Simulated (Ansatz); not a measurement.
## hcp Co

Method: PBE in Ansatz (PAW).

Numerical settings: plane-wave cutoff 520 eV, 24×24×14 k mesh (along the axes of the cell as run), Fermi–Dirac smearing 0.05 eV, spin-polarised with parallel moments, scalar-relativistic PAW data made under PBE.

Cell (relaxed at this level):

```cif
data_Co2
_chemical_formula_sum 'Co2'
_space_group_name_H-M_alt 'P 1'
_space_group_IT_number 1
_cell_length_a 2.49415
_cell_length_b 2.49415
_cell_length_c 4.03238
_cell_angle_alpha 90.000
_cell_angle_beta 90.000
_cell_angle_gamma 120.000
loop_
_space_group_symop_operation_xyz
  'x, y, z'
loop_
_atom_site_label
_atom_site_type_symbol
_atom_site_fract_x
_atom_site_fract_y
_atom_site_fract_z
_atom_site_occupancy
Co1 Co 0.33333 0.66667 0.25000 1
Co2 Co 0.66667 0.33333 0.75000 1
```
Starting moments (μB, in the order of the record's atoms Co Co): 1.8 1.8.

```json
{
 "bulk modulus B0": "215 GPa",
 "band_gap": "none",
 "magnetic moment per atom (the cell's total over its atoms)": "1.62 μB",
 "pressure derivative B′ of the bulk modulus": "4.4"
}
```

Measured, for comparison: bulk modulus 193 GPa (zero-point energy and finite temperature contributions removed, our sources range from 193 to 198; as tabulated in doi:10.1021/acs.jctc.3c00612). Computed (rounded) less measured: bulk modulus +11 % (+9 % to +11 % over the range).

Note: the bulk modulus comes from volumes at which shape and atoms were relaxed.

Moments are spin moments.

The computed numbers hold no vibrational or temperature effects.

Computing time: roughly 13 core-minutes.

Ansatz is a program for electronic structure.
